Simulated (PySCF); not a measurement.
# Stationary points of BFCl

All numbers come from PySCF, PBE0, basis B def2-TZVP, F def2-TZVP, Cl def2-TZVP (no relativity, density fitting).

Relaxations began from a few typed shapes; open shells are unrestricted. The search is not exhaustive: other isomers or separated fragments can lie lower, and high-lying points may rest on an excited occupation.

Task: Which is the lowest minimum found?
A. doublet C∞v: B–Cl 1.990 Å, B–F 1.274 Å; Cl–B–F 180.0°
B. doublet Cs: B–Cl 1.737 Å, B–F 1.300 Å; Cl–B–F 122.7°

Result: B. The others lie at 197.7 (doublet C∞v, a saddle point) kJ/mol above it.
